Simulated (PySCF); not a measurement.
# How well do the runs reproduce experiment for F3NS?

**Experimental background.**

Beach, A photoelectron spectroscopic study of bonding in inorganic and organometallic compounds, PhD thesis, LBL 1985 lists, for the gas: N 1s binding energy of N1 406.1 eV; F 1s binding energy of F3/F4/F5 695.32 eV.

How close the calculation comes is told at the end.

F3NS.
SMILES with atom numbers: `[N:1]#[S:2]([F:3])([F:4])[F:5]`

Geometry (PBE0-D3(BJ)/def2-SVP, Å), atoms numbered from 1 in this order:
```
atom  x, y, z in Å
N1    -1.6712    0.4056   -0.0410
S2    -1.3903    0.5041   -1.4315
F3    -0.2847   -0.3780   -2.1594
F4    -2.4750    0.2237   -2.5601
F5    -0.8965    1.8466   -2.1276
```

Runs made with PySCF (gas phase, on this PBE0-D3(BJ)/def2-SVP geometry; non-relativistic but for the core-level run):

```
                                                                          level                            job  basis functions  wall time
delta-SCF UKS SCAN, pcX-2 on the ionised atom, pcseg-1 elsewhere, spin-free X2C  ΔSCF core ionisation, 4 holes              116      5.3 s
```

Hardware: x86-64 server, one thread, no GPU, on a shared host.

## Comparison

**Core binding energies.** PySCF 2.14.0, delta-SCF UKS SCAN, pcX-2 on the ionised atom, pcseg-1 elsewhere, spin-free X2C.

```
level and atom  computed (eV)  measured (eV)  computed − measured (eV)
      N 1s, N1         406.48          406.1                     +0.38
F 1s, F3/F4/F5         694.67         695.32                     -0.65
```

Sources, in the order of the opening: Beach, A photoelectron spectroscopic study of bonding in inorganic and organometallic compounds, PhD thesis, LBL 1985. Against the first value of each row the mean signed difference is -0.14 eV and the largest in size -0.65 eV. The computed values are vertical, without vibrational structure; measured positions hang on the energy calibration. Atoms equivalent by their bonding share one computed value, that of the first of them.

No measured geometry was used, and the causes of the misses weren't examined.
